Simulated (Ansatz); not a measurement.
Cost and result for the atomization energy of B$_{2}$H$_{6}$Si, SMILES `BB[SiH3]` (9 atoms, 8 bonds).

Z-matrix (Å, degrees):
```
Si
B 1 2.026
H 1 1.490 2 108.6
H 1 1.490 2 108.5 3 117.8
H 1 1.487 2 114.8 3 -121.1
B 2 1.608 1 116.2 3 121.3
H 2 1.197 1 115.0 3 -58.7
H 6 1.201 2 121.8 1 86.8
H 6 1.201 2 121.8 1 -86.9
```

Total charge 0; spin multiplicity 1. The geometry is a stationary point of PBE0-D4/def2-TZVP. Program: Ansatz. All runs use 2 threads of an INTEL XEON PLATINUM 8581C on a shared host. Times are those of one run each, without the atoms' runs, and a repeat can differ threefold. Electronic energies, without spin–orbit coupling; frozen cores. CCSD(T)/CBS adds CCSD(T) − MP2 in def2-TZVPP to the MP2 limit, and its time is that of the two runs behind it. T1 = 0.015. HSE06 is the plane-wave form, built on full-range PBE exchange.

CCSD(T)/CBS is a level of theory with its own doubt, some kJ/mol a heavy atom from the limit and from the frozen cores, so smaller differences don't rank the functionals.

```csv
level,functions,wall time,atomization (kJ/mol),difference from CCSD(T)/CBS,per bond
LDA (SPW92)/def2-TZVPP,188,0.75 s,3067.4,311.8,39.0
CCSD(T)/def2-SVP,76,1.1 s,2628.2,-127.4,-15.9
PBE0-D4/def2-TZVPP,188,1.6 s,2772.5,16.9,2.1
HSE06-D4/def2-TZVPP,188,1.8 s,2773.6,18.0,2.3
r2SCAN-D4/def2-TZVPP (with forces),188,2 s,2801.3,45.7,5.7
r2SCANh-D4/def2-TZVPP,188,2.1 s,2793.4,37.8,4.7
B2PLYP/def2-TZVPP,188,2.6 s,2753.2,-2.4,-0.3
ωB97X-V/def2-TZVPP,188,3.8 s,2794.8,39.2,4.9
B97M-V/def2-TZVPP,188,4.1 s,2816.8,61.2,7.7
ωB97M-V/def2-TZVPP (with forces),188,4.8 s,2785.2,29.6,3.7
MP2/def2-QZVPP,364,9.5 s,2725.3,-30.3,-3.8
CCSD(T)/def2-TZVPP,188,16 s,2701.0,-54.6,-6.8
CCSD(T)/CBS(def2),–,25 s,2755.6,0.0,0.0
```

From r2SCAN to r2SCAN0 (25 % exact exchange), in def2-TZVPP and without D4, the atomization energy moves by −18.8 kJ/mol: exact exchange takes away binding that semilocal exchange gives to molecules. Leaving LDA and LC-ωPBE aside and taking each functional with its dispersion term where it has one, the values, not all of them listed here, spread over 79.4 kJ/mol, from revPBE-D4 to B97M-V. LDA lies +301.5 kJ/mol from PBE without D4, its usual overbinding. In def2-TZVPP, CCSD(T) changes the Hartree–Fock value by +492.2 kJ/mol (the triples alone add +19.2 kJ/mol) and MP2 by +484.2 kJ/mol; breaking electron pairs costs correlation energy, which Hartree–Fock lacks.
